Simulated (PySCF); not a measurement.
Property card for `C(CC#[O+])#C`

Species: C₄H₃O (charge +1).
Bonds: C1–C2 (triple), C2–C3, C3–C4, C4–O5 (triple). Hydrogens: H6 on C1; H7, H8 on C3.

Some functional groups and rings: alkyne.

From PBE0-D3(BJ)/def2-SVP geometry optimisation, gas phase (PySCF):

| Quantity | Value |
| --- | --- |
| Point group | Cs |
| Rotational constants A, B, C | 16.841, 3.066, 2.637 GHz |

CAM-B3LYP/def2-SVPD ground state, ΔSCF and vertical TDDFT (core frozen in the response) (PySCF):

| Property | Result |
| --- | --- |
| HOMO energy | -14.94 eV |
| LUMO energy | -7.08 eV |
| HOMO–LUMO gap | 7.86 eV |
| Lowest singlet excitation | 4.50 eV (275 nm, f = 0.000) |
| Strongest line among the 10 lowest singlet transitions | S3 at 4.95 eV (251 nm, f = 0.050) |
| Lowest triplet excitation (Tamm–Dancoff) | 4.25 eV |
| Static isotropic polarisability | 41.9 au |
| Vertical ionisation energy | 16.15 eV |
| Vertical electron affinity | 5.90 eV |
| Electronic spatial extent ⟨r²⟩ about the centre of nuclear charge | 420 bohr² |

**KT2/pcSseg-2 ground state and GIAO shieldings, non-relativistic (PySCF)**

| Item | Value |
| --- | --- |
| 13C chemical shifts (computed TMS as zero) by class | 149.8 (C4), 100.6 (C1), 42.2 (C2), 16.1 (C3) ppm |
| 1H chemical shifts (computed TMS as zero) by class | 5.60 (H7/H8), 3.87 (H6) ppm |
| Isotropic shieldings of nuclei other than C and H, by class | -25 (O5) ppm |

**B3LYP/pcJ-1 indirect spin-spin coupling, non-relativistic, gas phase (PySCF)**

| Item | Value |
| --- | --- |
| Largest of the computed one-bond spin–spin couplings (means over like bonds) | 13C–1H +303.0 (C1–H6), 13C–13C +235.7 (C1–C2), 13C–1H +161.4 (C3–H7 and 1 like it), 13C–13C +91.4 (C2–C3), 13C–13C +50.1 (C3–C4), 17O–13C +4.4 (O5–C4) Hz |

Monoisotopic mass of the ion (most abundant isotopes, electron mass counted): 67.0178 u.

S1 lies 3.36 eV below the HOMO–LUMO gap; its leading configuration is HOMO→LUMO, weight 0.97. The 10 singlets span 4.50 to 8.89 eV, and their oscillator strengths add up to 0.09. The ΔSCF ionisation energy exceeds −ε(HOMO) by 1.21 eV with CAM-B3LYP. The principal polarisabilities are 28.6, 38.1 and 58.9 au; their mean is the isotropic value. With B = h/(8π²I), that is 505.379 GHz u Å² over I, the principal moments of inertia are 30.0, 164.8 and 191.6 u Å² (most abundant isotopes). The vertical singlet–triplet gap S1 − T1 is 0.25 eV (TDDFT singlet less Tamm–Dancoff triplet; S1: HOMO→LUMO, weight 0.97; T1: HOMO−1→LUMO, weight 0.90). The largest Löwdin shares of the LUMO are 0.44 on C4, 0.33 on O5, 0.09 on C3 and 0.06 on C2.

For the spin–spin coupling job (B3LYP/pcJ-1), hardware: an Arm Neoverse V1 with one thread, shared host. Cost: 15 s wall.
